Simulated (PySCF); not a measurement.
# Rotational lines of SH⁻

Lines J+1 ← J of the vibrational ground state, computed from PBE0 constants of SH⁻, ¹Σ⁺ (singlet), closed shell (basis H aug-cc-pVDZ, S aug-cc-pV(D+d)Z; no relativity; PySCF 2.14; masses 1.0078 and 31.9721 u), in MHz:

```json
{"J": "2", "ν (MHz)": "1667855"}
{"J": "3", "ν (MHz)": "2222235"}
{"J": "4", "ν (MHz)": "2775269"}
{"J": "5", "ν (MHz)": "3326618"}
{"J": "6", "ν (MHz)": "3875948"}
```

(1) Find B0 and the effective bond length r0; with αe = 0.272 cm⁻¹, find Re.

For an ion De counts to the pair picked by the measured ionisation energies or electron affinities, which need not be the lowest pair at this level.

## Answers

(1) ν = 2B0(J+1) − 4D(J+1)³ gives B0 = 9.2807 cm⁻¹. With the reduced mass μred = 0.97703 u, r0 = √(16.8576/(μred·B0)) (u, cm⁻¹, Å) = 1.3635 Å. Be = B0 + αe/2 = 9.4167 cm⁻¹ gives Re = 1.354 Å.
